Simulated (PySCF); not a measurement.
First SCF of a structure search on doublet SO2F, at a hand-made trigonal planar geometry. PySCF input:

```python
from pyscf import gto, scf, dft
mol = gto.M(atom='''
S      0.000000     0.000000     0.000000
O     -0.755000     1.307700     0.000000
O     -0.755000    -1.307700     0.000000
F      1.670000     0.000000     0.000000''',
    basis={'S': 'def2-TZVP', 'O': 'def2-TZVP', 'F': 'def2-TZVP'},
    charge=0, spin=1)
mf = dft.UKS(mol, xc='PBE0')
mf.grids.atom_grid = (50, 194)
aux = {'S': 'def2-universal-JKFIT', 'O': 'def2-universal-JKFIT', 'F': 'def2-universal-JKFIT'}
mf = mf.density_fit(auxbasis=aux)
mf.conv_tol = 1e-08
mf.diis_space = 10
mf.max_cycle = 60
mf.init_guess = 'minao'
mf.verbose = 4
mf.kernel()
```

Excerpt of the output (cycles alone):

```
init E= -648.749544584504
cycle= 1 E= -647.861138907214  delta_E= 0.888  |g|= 0.788  |ddm|= 2.07
cycle= 2 E= -646.975329928426  delta_E= 0.886  |g|= 1.75  |ddm|= 1.48
cycle= 3 E= -648.084340712889  delta_E= -1.11  |g|= 0.202  |ddm|= 0.98
cycle= 4 E= -648.093572929875  delta_E= -0.00923  |g|= 0.121  |ddm|= 0.183
cycle= 5 E= -648.098500358793  delta_E= -0.00493  |g|= 0.0105  |ddm|= 0.0572
cycle= 6 E= -648.098571927504  delta_E= -7.16e-05  |g|= 0.00322  |ddm|= 0.0122
cycle= 7 E= -648.09858270839  delta_E= -1.08e-05  |g|= 0.00168  |ddm|= 0.00701
cycle= 8 E= -648.098585627228  delta_E= -2.92e-06  |g|= 0.000458  |ddm|= 0.00219
cycle= 9 E= -648.098586255193  delta_E= -6.28e-07  |g|= 0.000196  |ddm|= 0.00137
cycle= 10 E= -648.098586323342  delta_E= -6.81e-08  |g|= 5.52e-05  |ddm|= 0.000469
cycle= 11 E= -648.098586328058  delta_E= -4.72e-09  |g|= 1.52e-05  |ddm|= 0.000126
Extra cycle  E= -648.098586328138  delta_E= -8.06e-11  |g|= 2.11e-05  |ddm|= 2.83e-05
converged SCF energy = -648.098586328138  <S^2> = 0.76327677  2S+1 = 2.013233
```

No lower solution of this spin was found by a stability analysis within the unrestricted form.

The search for the lowest solution, with the stability check, took 7.7 s on 4 threads of a shared Arm Neoverse V1 host, with 130 basis functions; the process peaked at 0.42 GiB.
